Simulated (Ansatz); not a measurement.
The input, for Ansatz 0.2.0:

```yaml
crystal:
  periodic: [false, false, false]
  atoms:
    - {symbol: B, position_ang: [0.000000, 0.000000, 0.213734]}
    - {symbol: C, position_ang: [0.000000, 0.000000, -3.224551]}
    - {symbol: H, position_ang: [0.000000, 0.000000, 3.010817]}
basis:
  gaussian: {orbitals: cc-pVDZ}
magnetization: {spin_polarized: true, initial_magnetization: 2}
correlation: {method: mp2, electrons: outside_noble_gas}
output: {forces: true}
```

```sh
$ ansatz run in.yaml --threads 1 --pin off --events-out ev --progress --plain --max-ram 2393MiB
```

Output:

```
308 factors; integrals over basis functions are off by at most 5.1e-4 eV
mean field evaluation 1: about -1702.1317 eV, gradient 1.1e1 eV
mean field evaluation 2: about -1702.1320 eV, gradient 1.1e1 eV
mean field evaluation 4: about -1704.7469 eV, gradient 1.8e0 eV
mean field evaluation 8: about -1704.7342 eV, gradient 1.7e-1 eV
mean field evaluation 16: about -1706.6027 eV, gradient 9.3e-4 eV
mean field evaluation 32: about -1706.6769 eV, gradient 5.2e-3 eV
mean field evaluation 64: about -1704.9122 eV, gradient 9.8e0 eV
mean field evaluation 96: about -1706.5049 eV, gradient 2.4e-6 eV
mean field evaluation 128: about -1706.5455 eV, gradient 1.3e-2 eV
mean field evaluation 160: about -1706.5469 eV, gradient 9.0e-3 eV
mean field evaluation 192: about -1706.7078 eV, gradient 4.2e-2 eV
mean field evaluation 224: about -1705.7775 eV, gradient 2.6e-1 eV
mean field evaluation 256: about -1706.5667 eV, gradient 1.0e-2 eV
mean field evaluation 288: about -1706.5157 eV, gradient 1.1e0 eV
mean field evaluation 320: about -1706.5339 eV, gradient 6.4e-2 eV
mean field evaluation 352: about -1706.5492 eV, gradient 3.8e-1 eV
mean field evaluation 384: about -1704.7336 eV, gradient 1.0e-6 eV
mean field -1706.70786044 eV, -62.7203570232 hartree, gradient 1.8e-6 eV, S^2 2.940921; 29 other end points of the search recorded, 0 dependent functions left out
2 core orbitals not correlated: weight in the atoms' cores, before any rotation towards them, 1.000 or more for the frozen orbitals, at most 0.000 for the correlated occupied ones
reference -1706.70786044 eV, -62.7203570232 hartree; 5, 3 occupied and 26, 28 virtual orbitals, 308 factors
second order -2.47806317 eV of doubles, -0.00000000 eV of singles
the calculation of the forces begins
Total energy: -1709.18592361 eV, -62.8114241650 hartree
Atom 0 at     0.000000     0.000000     0.213734 Å, force     0.000000     0.000000     0.072729 eV/Å
Atom 1 at     0.000000     0.000000    -3.224551 Å, force    -0.000000    -0.000000     0.181426 eV/Å
Atom 2 at     0.000000     0.000000     3.010817 Å, force    -0.000000    -0.000000    -0.254156 eV/Å
Dipole moment:     0.000000     0.000000     0.033193 e Å
```

Forces (eV/Å):
```
B    0.000  0.000  0.073
C    0.000  0.000  0.181
H    0.000  0.000 -0.254
```

Ran on 1 thread of Intel Xeon Platinum 8488C, shared host: 1.2 s wall, 0.17 GiB peak host memory.
